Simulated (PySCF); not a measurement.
Gas-phase reaction: 3 (CH3)2Si ⇌ c-Si3H6 + 2 H2 + 2 C3H4 (allene)

Computed with PySCF and rigid-rotor harmonic-oscillator thermochemistry at 1 bar. † marks an energy on the PBE0/def2-TZVP geometry and frequencies; other levels use their own. CCSD(T) freezes the core. 6-31G* has spherical d functions here. All species are closed-shell singlets. No R ln 2 is added for the mirror-image form of (CH3)2Si. (CH3)2Si, c-Si3H6: computed as isolated molecules; such fragments, hydroxides, amides, oligomers or adducts are transient or little studied in the gas. CCSD(T) isn't extrapolated to the basis-set limit; its ΔH°(298 K) is 196.6 kJ in def2-SVP and 208.5 kJ in def2-TZVPP. The harmonic model lacks anharmonicity and excited electronic states, which grow with temperature; levels with a mode under 35 cm⁻¹ are left out. Internal rotation in (CH3)2Si is treated as a harmonic vibration of one conformer, which makes the entropy rough.

| level | ΔE electronic, kJ | ΔH°(298 K), kJ | ΔS°(298 K), J/K | ΔG°(1800 K), kJ |
|---|---|---|---|---|
| CCSD(T)/def2-TZVPP† | 285 | 208 | 162 | -116 |
| HF/6-31G* | 322 | 240 | 133 | -36 |
| M06-2X/def2-TZVP† | 299 | 223 | 162 | -102 |
| PBE/def2-SVP | 237 | 162 | 165 | -167 |
| PBE/def2-TZVP† | 231 | 154 | 162 | -171 |
| PBE0/def2-QZVP† | 276 | 199 | 162 | -126 |
| ωB97M-V/def2-TZVP† | 309 | 232 | 162 | -93 |
ΔH° is lowest at PBE/def2-TZVP† and highest at HF/6-31G*. No reference value is set beside these.
